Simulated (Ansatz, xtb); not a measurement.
Relative energy of two isomers of C3H2ClN

We compare I, `N#C/C=C/Cl`, a singlet, with II, `N#C/C=C\Cl`, a singlet. Both are isolated molecules in the gas phase, relaxed with PBE0-D3(BJ)/def2-SVP.

Quicker runs give these differences E(II) − E(I): GFN2-xTB +0.81 kcal/mol; HF/STO-3G +0.42 kcal/mol (at GFN2-xTB geometries); r2SCAN-D4/def2-SVP −0.14 kcal/mol (at GFN2-xTB geometries).

Q: Estimate E(II) − E(I) at the level CCSD(T)/def2-SVP + ΔMP2/def2-TZVPP.

A: CCSD(T)/def2-SVP + ΔMP2/def2-TZVPP gives E(II) − E(I) = +0.02 kcal/mol, slightly favouring structure I, which is too small a margin to settle the true order.

Level by level:

```
                             level              geometry  E(II) − E(I) (kcal/mol)  departure from the last row (kcal/mol)  job, with rough time for the two
                          GFN2-xTB              GFN2-xTB                     +0.81                                   +0.79               optimisation, 0.1 s
                         HF/STO-3G              GFN2-xTB                     +0.42                                   +0.40              single point, 0.24 s
                r2SCAN-D4/def2-SVP              GFN2-xTB                     −0.14                                   −0.16               single point, 1.6 s
              PBE0-D3(BJ)/def2-SVP  PBE0-D3(BJ)/def2-SVP                     −0.11                                   −0.14                optimisation, 15 s
                       HF/def2-SVP  PBE0-D3(BJ)/def2-SVP                     +0.40                                   +0.38           part of the CCSD(T) run
                      MP2/def2-SVP  PBE0-D3(BJ)/def2-SVP                     +0.07                                   +0.05           part of the CCSD(T) run
                  CCSD(T)/def2-SVP  PBE0-D3(BJ)/def2-SVP                     +0.22                                   +0.20                      single point
CCSD(T)/def2-SVP + ΔMP2/def2-TZVPP  PBE0-D3(BJ)/def2-SVP                     +0.02                                                        single point, 11 s
```

As drawn, both hold the same kinds of bond in the same numbers.

The largest departure from CCSD(T)/def2-SVP + ΔMP2/def2-TZVPP is that of GFN2-xTB, 0.79 kcal/mol. The last row adds to CCSD(T) the change of the MP2 difference between the two basis sets, here −0.20 kcal/mol.

With harmonic frequencies from PBE0-D3(BJ)/def2-SVP (ideal gas, rigid rotor, one conformer each, 298.15 K, 1 atm): on the last row, ΔE + ΔZPE = +0.21, ΔH = +0.08, ΔG = +0.09 kcal/mol.

The correlated steps freeze 9 core orbitals. Programs: Ansatz 0.2.0, xtb 6.7.1; the last row on 2 threads of Intel(R) Xeon(R) Platinum 8488C (Sapphire Rapids) on a shared host.
